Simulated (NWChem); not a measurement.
# fluorine (F2) in NWChem

```xyz
2

F      0.0000     0.0000     0.6882
F      0.0000     0.0000    -0.6882
```
Charge 0, spin multiplicity 1.

Everything below was run with NWChem. All single points use one geometry, from PBE0/def2-SVP, a minimum by its harmonic frequencies.

Symmetry labels belong to the abelian group D2h used in the runs, with the axes of the coordinates shown; states degenerate in a higher group split over its labels.

Question: List the lowest 5 singlet excitations that CIS/def2-SVPD gives, with oscillator strengths.

Answer: 
```csv
state,symmetry,energy (eV),wavelength (nm),f
1,b3u,5.59,222,0.000
2,b2u,5.59,222,0.000
3,b2g,10.02,124,0.000
4,b3g,10.02,124,0.000
5,b1u,14.05,88,0.808
```
